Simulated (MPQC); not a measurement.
# HF (hydrogen fluoride) at mPW1PW91(MPQC)/pc-1

What is the vertical electron affinity of HF (hydrogen fluoride) at mPW1PW91(MPQC)/pc-1? 

The calculation is run with MPQC 2.3.1.

4 further runs of the same task are left out: 2 that didn't finish, 2 set aside as unsound or not needed.

## 1. The system as given

The species is HF (2 atoms), meant as a singlet with charge 0. SMILES: `F`. Geometry: relaxed at PBE0-D4/def2-TZVP.

Bond lengths: F1–H2 0.920 Å.

## 2. The energy at mPW1PW91(MPQC)/pc-1

run.in

```
% KS/pc-1
checkpoint: no
optimize: no
molecule: (bohr)
  F   -0.73699319   0.27325440  -0.37114221
  H    0.73699319  -0.27325440   0.37114221
symmetry: auto
method: KS (xc = mPW1PW91 grid = xfine)
basis: pc-1
memory: 1000000000
charge: 0
```

On the command line:

```sh
$ mpqc run.in > run.out
```

What it wrote, cut to the lines that bear on the results:

```text
MPQC: Massively Parallel Quantum Chemistry
[...]
  Integrated electron density error = 0.000137673301
  iter     1 energy = -100.1889191719 delta = 2.43478e-01
  Integrated electron density error = 0.000012474412
  iter     2 energy = -100.2651477743 delta = 8.21563e-02
[...]
  Integrated electron density error = -0.000003535663
  iter     5 energy = -100.4440144884 delta = 1.00113e-03
  Integrated electron density error = -0.000003535989
  iter     6 energy = -100.4440163308 delta = 1.19654e-04
  Integrated electron density error = -0.000000024473
  iter     7 energy = -100.4440204477 delta = 1.11387e-05
  Integrated electron density error = -0.000000024473
  iter     8 energy = -100.4440204477 delta = 1.90761e-06
[...]
  LUMO is     4  A1 =   0.035141
  total scf energy = -100.4440204477
Value of the MolecularEnergy: -100.4440204477
[...]
        symmetry = c2v
[...]
```

Run time: 0.54 s. Hardware: 1 thread of Arm Neoverse V2, shared host.

## 3. The doublet anion, same level

input.in

```
% FH UKS
basis: pc-1
checkpoint: no
multiplicity: 2
charge: -1
method: UKS (xc = mPW1PW91 grid = xfine)
molecule: (bohr)
  F   -0.73699319   0.27325440  -0.37114221
  H    0.73699319  -0.27325440   0.37114221
symmetry: auto
memory: 1000000000
```

On the command line:

```sh
$ mpqc input.in > input.out
```

What it wrote, cut to the lines that bear on the results:

```text
MPQC: Massively Parallel Quantum Chemistry
[...]
  Integrated electron density error = 0.000244929123
  iter     1 energy =  -99.5447998000 delta = 2.63619e-01
  Integrated electron density error = 0.000045408597
  iter     2 energy =  -99.8570844925 delta = 1.73327e-01
[...]
  Integrated electron density error = 0.000000010155
  iter     9 energy = -100.3136259532 delta = 3.96859e-05
  Integrated electron density error = 0.000000010309
  iter    10 energy = -100.3136259669 delta = 1.17165e-05
  Integrated electron density error = -0.000000027024
  iter    11 energy = -100.3136253577 delta = 3.93142e-06
  Integrated electron density error = -0.000000027011
  iter    12 energy = -100.3136253580 delta = 1.17193e-06
[...]
  <S^2>      = 0.750086
  total scf energy = -100.3136253580
Value of the MolecularEnergy: -100.3136253580
[...]
        symmetry = c2v
[...]
        nbasis = 19
[...]
      nalpha = 6
      nbeta = 5
[...]
```

Run time: 0.95 s. Hardware: 1 thread of Arm Neoverse V2, shared host.

## 4. Outcome

Level: mPW1PW91(MPQC)/pc-1.

| quantity | value |
| --- | --- |
| singlet HF: total energy | -100.44402 Eh |
| singlet HF: HOMO energy | -10.55 eV |
| singlet HF: LUMO energy | 0.96 eV |
| singlet HF: HOMO–LUMO gap | 11.51 eV |
| doublet anion: total energy | -100.31363 Eh |
| doublet anion: ⟨S²⟩ | 0.750 |
| vertical electron affinity (to the doublet anion) | -3.548 eV |

In words: The anion lies 3.55 eV (342 kJ/mol) above the neutral: the electron isn't bound at this level, and such a value depends on the basis. Without diffuse functions anions come out too high.
